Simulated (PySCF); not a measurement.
Heteronuclear NMR

Cartesian coordinates in Å; atom numbers follow the order of the lines, from 1:
```xyz
8

B    -1.151   -0.071   -0.014
P     0.756    0.029    0.029
H    -1.502    0.807    0.740
H    -1.424    0.128   -1.175
H    -1.389   -1.191    0.374
H     1.401   -0.156    1.268
H     1.485   -0.885   -0.756
H     1.366    1.231   -0.379
```

- NMR shieldings at B97-2/pcSseg-2/GIAO
- structure optimised with PBE0-D3(BJ)/def2-TZVP
- program: PySCF
- non-relativistic, one conformer, gas phase, averaged over atoms made equivalent by symmetry, fast rotation or ring inversion

(1) What are the 31P shifts?

(2) Where does 11B resonate?

## Answers

(1) 
| atoms | environment | σ (ppm) | δ (ppm) |
| --- | --- | --- | --- |
| P2 | phosphorus bonded to B, 3 H | 439.1 | -115.4 |

Shieldings were converted by a linear fit to measured shifts: 31P: δ = 298.23 − 0.942σ (rms 13.4 ppm, 45 shifts, 16.3 ppm with the 1 outlier that the fit left out vs H3PO4, solution or neat liquid). A few per cent of atoms miss by over 2 rms, more outside the fitted compound classes.

On a 300 MHz spectrometer 31P resonates near 121.4 MHz, so 1 ppm is 121.4 Hz.

(2) 
```
atoms             environment  σ (ppm)  δ (ppm)
   B1  boron bonded to P, 3 H    152.3    -51.1
```

Shieldings were converted by a linear fit to measured shifts: 11B: δ = 98.64 − 0.983σ (rms 2.4 ppm, 15 shifts, 9.8 ppm with the 3 outliers that the fit left out vs BF3·OEt2, solution or neat liquid). A few per cent of atoms miss by over 2 rms, more outside the fitted compound classes.

On a 600 MHz spectrometer 11B resonates near 192.5 MHz, so 1 ppm is 192.5 Hz.
